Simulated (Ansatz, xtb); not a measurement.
**Relaxing a trial structure of AlH3NO**

The starting geometry of this gas-phase doublet was built from a drawn formula by distance geometry and a force field; its bonds are those of `O[NH][AlH]`.

```xyz
6

Al   -3.6063    0.4204   -1.8214
N    -1.6495    0.1932   -1.6232
O    -1.2178   -0.0615   -2.8969
H    -0.4015    0.5446   -2.9774
H    -1.5474   -0.6695   -1.0725
H    -4.1234    1.6108   -2.6286
```

Problem. Predict what it relaxes into with r2SCAN-D4/def2-SVP.

Solution. It keeps its bonds, and is `O[NH][AlH]`.

The energy falls by 0.62 eV over 9 steps:

```
step  E − E(last) (eV)
   1             0.625
   2             0.263
   3             0.118
   4             0.045
   5             0.018
   6             0.006
   7             0.001
   8             0.000
   9             0.000
```

Final geometry (Å):

```
atom    x (Å)    y (Å)    z (Å)
  Al  -3.5300   0.6296  -1.5861
   N  -1.8742  -0.0618  -1.7130
   O  -1.1640  -0.0576  -2.9462
   H  -0.5678   0.7036  -2.8776
   H  -1.4037  -0.6989  -1.0696
   H  -4.0063   1.5231  -2.8275
```

From the same start GFN2-xTB ends elsewhere, differing in Al1–O3 (2.07 against 2.81 Å here).

The end wasn't checked by frequencies. Open shells are spin-unrestricted. Run with Ansatz 0.2.0, 24 s on 1 thread of Intel(R) Xeon(R) 6975P-C (Granite Rapids), on a shared host.
